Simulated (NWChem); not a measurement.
NO2, doublet; SMILES [O]N=O

```xyz
3

O     -1.0929     0.0000    -0.1385
N      0.0000     0.0000     0.3140
O      1.0929     0.0000    -0.1385
```
Atoms are numbered in this order, from 1.

All runs: NWChem. Spin-unrestricted. In the optimisation the excess spin sits in a1 (C2v, its own frame). Geometry: optimised at PBE0/def2-SVP, spin-unrestricted. No stability test was run on the SCF state. Level: M05-2X/def2-SVP with SMD (1 M gas to 1 M solution), gas-phase geometry. Reactions with the solvent are ignored.

```csv
solvent,dielectric constant,solvation free energy (kcal/mol),cavity-dispersion-structure term (kcal/mol),dipole in solution (D)
water,78.4,2.7,4.4,0.49
ethanol,24.9,2.8,4.5,0.48
tetrahydrofuran,7.43,-0.1,0.5,0.45
dichloromethane,8.93,0.4,1.2,0.46
2-propanol,19.3,2.5,[?],0.48
anisole,4.22,0.0,0.5,0.45
```

**Question.** Some entries are withheld; supply them.

**Answer.** 
- 2-propanol, cavity-dispersion-structure term (kcal/mol): 4.0
